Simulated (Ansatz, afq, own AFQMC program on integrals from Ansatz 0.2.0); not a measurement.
## Where AFQMC and coupled cluster stand for NH₄⁺, triplet

```xyz
5

N     0.0000    0.0000    0.0000
H     0.5903    0.5923    0.5902
H    -0.5929   -0.5882    0.5917
H    -0.5890    0.5896   -0.5943
H     0.5916   -0.5937   -0.5876
```

Basis cc-pVDZ. Noble-gas cores (and the filled d shells of Ga–Kr and In–Xe) are frozen. Integrals, coupled cluster, full CI and functionals: Ansatz 0.2.0; the random walks run on the same integrals in our own AFQMC program. The CISD trial takes its coefficients from CCSD amplitudes. Released means that phaseless walkers are propagated on without the constraint, phases kept. ± is one standard error of the sampling.

Determinant: UHF, the one that the program's search chose, which needn't be the lowest solution. The geometry is a PBE0/def2-TZVP stationary point of this or a neighbouring charge and spin state.

No full CI on the walks' own integrals is used here; CCSDT(Q) serves as the reference and is uncertain by about the last step of the cluster series.

Cautions: another spin lies lower (by 14.70 eV); raised T1 diagnostic (T1 0.050, weight of the determinant 0.90, largest double 0.06); the ph-AFQMC/CISD walk drifts between its halves (2.2 errors).

The T1 diagnostic is 0.0496 and the weight of the determinant in the CISD state is 0.900. The ⟨S²⟩ of the determinant is 2.006 and the size of the correlated space is 8 electrons in 33 orbitals.

Reference: CCSDT(Q), correlation energy -5.059 eV. The released energy is read at 1.62 1/Eh, later times being too noisy (meV from the phaseless value at times in 1/Eh: 13 ± 11 at 0.24, 5 ± 9 at 0.51, -1 ± 15 at 0.99, -7 ± 16 at 1.62, -22 ± 18 at 2.40).

| level | E − E(reference) (kcal/mol) | share of correlation (%) |
| --- | --- | --- |
| HF | 116.65 | 0.00 |
| MP2 | 18.00 | 84.57 |
| CCSD | 3.60 | 96.92 |
| CCSD(T) | 1.06 | 99.09 |
| CCSDT | 0.22 | 99.81 |
| ph-AFQMC/CISD | 0.82 ± 0.21 | 99.30 |
| released AFQMC | 0.66 ± 0.37 | 99.44 |

Released energies are given only where the last usable release times agree within the noise; a slower fall can still hide under it.
